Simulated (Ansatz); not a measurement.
**CH₆AlB (SMILES [BH2][AlH][CH3]): functionals against CCSD(T) at one geometry**

The task here is to estimate one member of a computed series from the others.

Method: single points in def2-TZVPP; program: Ansatz 0.2.0, Gaussian basis.

Correlated methods freeze the cores.

**The starting structure**

SMILES `[BH2][AlH][CH3]`, 9 atoms, charge 0, spin multiplicity 1.

Atoms are counted from 1 here; the program's logs count them from 0.

Bond lengths: B1–Al2 2.092 Å, B1–H4 1.276 Å, B1–H5 1.218 Å, Al2–C3 2.098 Å, Al2–H6 1.366 Å, C3–H7 1.101 Å, C3–H8 1.102 Å, C3–H9 1.060 Å. Angles: Al2–B1–H4 127.9°, Al2–B1–H5 127.0°, H4–B1–H5 104.2°, B1–Al2–C3 130.2°, B1–Al2–H6 112.9°, C3–Al2–H6 116.9°, Al2–C3–H7 105.8°, Al2–C3–H8 112.5°, Al2–C3–H9 104.9°, H7–C3–H8 114.1°, H7–C3–H9 117.0°, H8–C3–H9 102.4°.

Coordinates:

```mol
CH6AlB
  3D, bonds by distance, orders not assigned

  9  8  0  0  0  0  0  0  0  0999 V2000
   -0.9991    1.0121   -1.5053 B   0  0
    0.1837    0.6193    0.1753 Al  0  0
    0.6683   -1.2037    1.0926 C   0  0
   -1.7226    0.1927   -2.1638 H   0  0
   -1.3065    2.1053   -1.9468 H   0  0
    0.7153    1.7494    0.7276 H   0  0
   -0.2019   -1.8591    0.9353 H   0  0
    1.6188   -1.6217    0.7226 H   0  0
    0.9049   -0.9507    2.0946 H   0  0
  1  2  8  0
  1  4  8  0
  1  5  8  0
  2  3  8  0
  2  6  8  0
  3  7  8  0
  3  8  8  0
  3  9  8  0
M  END
```

The first run:

Contents of run/in.yaml:

```yaml
crystal:
  periodic: [false, false, false]
  atoms:
    - {symbol: B, position_ang: [-0.999100, 1.012100, -1.505300]}
    - {symbol: Al, position_ang: [0.183700, 0.619300, 0.175300]}
    - {symbol: C, position_ang: [0.668300, -1.203700, 1.092600]}
    - {symbol: H, position_ang: [-1.722600, 0.192700, -2.163800]}
    - {symbol: H, position_ang: [-1.306500, 2.105300, -1.946800]}
    - {symbol: H, position_ang: [0.715300, 1.749400, 0.727600]}
    - {symbol: H, position_ang: [-0.201900, -1.859100, 0.935300]}
    - {symbol: H, position_ang: [1.618800, -1.621700, 0.722600]}
    - {symbol: H, position_ang: [0.904900, -0.950700, 2.094600]}
basis:
  gaussian: {orbitals: def2-TZVPP}
correlation: {method: ccsd_t}
output: {forces: true}
```

No record of the launch command was kept for these runs.

Steps of the session up to this table: CCSD(T)/def2-TZVPP; PBE0-D4/def2-TZVPP; wB97M-V/def2-TZVPP; r2SCAN-D4/def2-TZVPP; PBE-D4/def2-TZVPP; r2SCAN0-D4/def2-TZVPP; SPW92/def2-TZVPP.

One of the session's tables, all rows but one given; the rest of the session is left out.

```
    method  RMS force component (eV/Å)  angle to CCSD(T) forces (°)  dipole (D)
   CCSD(T)                       1.548                    reference        0.18
   PBE0-D4                       1.551                          1.1        0.16
   wB97M-V                           ?                            ?           ?
 r2SCAN-D4                       1.545                          1.2        0.19
    PBE-D4                       1.537                          3.9        0.20
r2SCAN0-D4                       1.555                          2.5        0.15
     SPW92                       1.549                          6.3        0.18
```

**Question.** Estimate the row for wB97M-V.

**Answer.** RMS force component (eV/Å): 1.529; angle to CCSD(T) forces (°): 1.9; dipole (D): 0.18. In the column «RMS force component (eV/Å)» it is the lowest.

Limits of these values: CCSD(T) in triple zeta still lacks some correlation energy of the bonds, so part of these gaps is its own basis error and they don't rank the functionals.
